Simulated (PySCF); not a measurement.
# C2H3Cl (SMILES C=CCl): levels of theory compared

Wanted: a comparison of 6 runs (B3LYP/6-31G*, BHLYP/def2-SVPD, BLYP/def2-SVPD, M06-L/def2-SVPD, PBE/def2-SVPD, revPBE/def2-SVPD) of C2H3Cl. The job is set up through a Python script.

The calculation is run with PySCF 2.14.0.

1 further run of the same task is left out (set aside as unsound or not needed).

### 1 The structure to begin with

The species is C2H3Cl (6 atoms), meant as a singlet with charge 0. As SMILES, `C=CCl`. The coordinates come from a PBE0-D4/def2-TZVP relaxation.

Bond lengths: C1–C2 1.320 Å, C2–Cl3 1.721 Å, C1–H4 1.083 Å, C1–H5 1.083 Å, C2–H6 1.083 Å. Angles: C1–C2–Cl3 123.5°, C1–C2–H6 123.6°, Cl3–C2–H6 112.9°, C2–C1–H4 122.1°, C2–C1–H5 119.4°, H4–C1–H5 118.4°.

### 2 A single-point energy at B3LYP/6-31G(d) (spherical functions) (run 1)

job.py reads:

```python
from pyscf import gto, dft

molecule = gto.M(
    atom='''
C     -0.872789     0.381762    -1.018903
C      0.715205    -0.021845     0.861394
Cl     1.695802    -2.984898     1.775662
H     -1.668723    -1.148443    -2.118931
H     -1.407260     2.300760    -1.489614
H      1.537784     1.472664     1.990373
''',
    verbose=3,
    unit='bohr',
    basis='6-31g*',
    max_memory=1860,
)

mf = dft.RKS(molecule, xc='b3lyp')
mf.conv_tol = 1e-10
mf.grids.level = 5
mf.kernel()
if not mf.converged:
    mf = mf.newton().run(mf.mo_coeff, mf.mo_occ)

e_final = mf.e_tot
print('Final energy', e_final)
```

The run is started by

```
$ OMP_NUM_THREADS=1 python job.py
```

The program printed:

```text
converged SCF energy = -538.17985513809
Final energy -538.1798551380901
```

It took 7.2 s on 1 thread of Arm Neoverse V1, shared host; peak memory 0.32 GiB.

### 3 The energy at BHLYP/def2-SVPD (run 2)

run.py reads:

```python
from pyscf import gto, dft

mol = gto.Mole()
mol.atom = '''
C       -0.461860       0.202020      -0.539180
C        0.378470      -0.011560       0.455830
Cl       0.897380      -1.579540       0.939640
H       -0.883050      -0.607730      -1.121290
H       -0.744690       1.217510      -0.788270
H        0.813760       0.779300       1.053260
'''
mol.verbose = 3
mol.basis = 'def2-svpd'
mol.max_memory = 1860
mol.spin = 0
mol.build()

calc0 = dft.RKS(mol, xc='bhandhlyp')
calc0.grids.level = 5
calc0.conv_tol = 1e-10
calc0.kernel()
if not calc0.converged:
    calc0 = calc0.newton().run(calc0.mo_coeff, calc0.mo_occ)

energy = calc0.e_tot
print('E = %.10f Eh' % energy)
```

The run is started by

```
$ OMP_NUM_THREADS=1 python run.py
```

The program printed:

```text
converged SCF energy = -537.942968838801
E = -537.9429688388 Eh
```

Run time: 13 s. Hardware: 1 thread of Arm Neoverse V1, shared host; peak memory 0.47 GiB.

### 4 The energy at BLYP/def2-SVPD (run 3)

start.xyz reads:

```xyz
6
C2H3Cl
C     -0.461860     0.202020    -0.539180
C      0.378470    -0.011560     0.455830
Cl     0.897380    -1.579540     0.939640
H     -0.883050    -0.607730    -1.121290
H     -0.744690     1.217510    -0.788270
H      0.813760     0.779300     1.053260
```

calc.py reads:

```python
from pyscf import gto, dft

mol = gto.Mole()
mol.atom = 'start.xyz'
mol.max_memory = 1860
mol.spin = 0
mol.basis = 'def2-svpd'
mol.verbose = 3
mol.build()

calc0 = dft.RKS(mol)
calc0.xc = 'blyp'
calc0.conv_tol = 1e-10
calc0.grids.level = 5
calc0.kernel()
if not calc0.converged:
    calc0 = calc0.newton().run(calc0.mo_coeff, calc0.mo_occ)

e_tot = calc0.e_tot
print('E(%s) = %.9f' % ('BLYP', e_tot))
```

The run is started by

```
$ OMP_NUM_THREADS=1 python calc.py
```

The program printed:

```text
converged SCF energy = -537.952748280463
E(BLYP) = -537.952748280
```

Wall time 12 s (1 thread of Arm Neoverse V1, shared host); peak memory 0.47 GiB.

Runs 4 to 5 aren't shown in full; the table further down has their settings and results.

### 5 A single-point energy at revPBE/def2-SVPD (run 6)

input.xyz reads:

```xyz
6

C     -0.461860     0.202020    -0.539180
C      0.378470    -0.011560     0.455830
Cl     0.897380    -1.579540     0.939640
H     -0.883050    -0.607730    -1.121290
H     -0.744690     1.217510    -0.788270
H      0.813760     0.779300     1.053260
```

run.py reads:

```python
from pyscf import gto, dft

mol = gto.M(
    atom='input.xyz',
    spin=0,
    max_memory=1860,
    verbose=4,
    basis='def2-svpd',
)

mf = dft.RKS(mol)
mf.xc = 'revpbe'
mf.grids.level = 5
mf.conv_tol = 1e-10
mf.kernel()
if not mf.converged:
    mf = mf.newton().run(mf.mo_coeff, mf.mo_occ)

e_tot = mf.e_tot
print(f'total energy: {e_tot:.8f} hartree')
```

The run is started by

```
$ OMP_NUM_THREADS=1 python run.py
```

The program printed:

```text
PySCF version 2.14.0

[... 76 lines left out ...]
converged SCF energy = -537.891577957685
total energy: -537.89157796 hartree
```

Wall time 12 s (1 thread of Arm Neoverse V1, shared host); peak memory 0.47 GiB.

### 6 The series

| run | level | energy (Eh) | dipole moment (D) | HOMO energy (eV) | LUMO energy (eV) | wall time |
| --- | --- | --- | --- | --- | --- | --- |
| 1 | B3LYP/6-31G* (spherical functions) | -538.179855 | 1.51 | -7.10 | 0.05 | 7.2 s |
| 2 | BHLYP/def2-SVPD | -537.942969 | 1.54 | -8.66 | 0.76 | 13 s |
| 3 | BLYP/def2-SVPD | -537.952748 | 1.35 | -6.31 | -1.21 | 12 s |
| 4 | M06-L/def2-SVPD | -537.983515 | 1.42 | -6.66 | -1.05 | 29 s |
| 5 | PBE/def2-SVPD | -537.700664 | 1.37 | -6.48 | -1.34 | 12 s |
| 6 | revPBE/def2-SVPD | -537.891578 | 1.38 | -6.43 | -1.26 | 12 s |

### 7 Outcome

| quantity | value |
| --- | --- |
| run 6: total energy | -537.89158 Eh |
| run 6: dipole moment | 1.38 D |
| run 6: HOMO energy | -6.43 eV |
| run 6: LUMO energy | -1.26 eV |
| run 6: HOMO–LUMO gap | 5.17 eV |

The dipole moment (its size) runs from 1.35 D (BLYP/def2-SVPD) to 1.54 D (BHLYP/def2-SVPD). The HOMO–LUMO gap runs from 5.10 eV (BLYP/def2-SVPD) to 9.43 eV (BHLYP/def2-SVPD). Totals of different functionals can't be ranked against each other. All runs together took 86 s, the longest 29 s.
